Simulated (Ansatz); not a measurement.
A run of Ansatz (development build ahead of 0.2.0) on doublet NO at this shape:

```xyz
2

N     0.0000    0.0000    0.6043
O     0.0000    0.0000   -0.6043
```

Its results:

```yaml
Converged: yes
Reference_energy: -127.52779 hartree
CCSD_correlation_energy: -0.14180 hartree
Triples_correction: -0.00431 hartree
Total_energy: -127.67390 hartree
Spin_squared_of_the_determinant: 0.750
```

(1) Which input gives this output? Name the method, the orbitals and the basis set, and write the input.

Results:

(1) ROHF-CCSD(T) in STO-3G.

```yaml
crystal:
  periodic: [false, false, false]
  atoms:
    - { symbol: "N", position_ang: [0.0, 0.0, 0.60428] }
    - { symbol: O, position_ang: [0.0, 0.0, -0.60428] }
basis:
  gaussian: { orbitals: STO-3G }
magnetization:
  initial_magnetization: 1
hamiltonian:
  xc: hf
correlation:
  method: ccsd_t
  frozen_orbitals: { "N": 1, O: 1 }
```
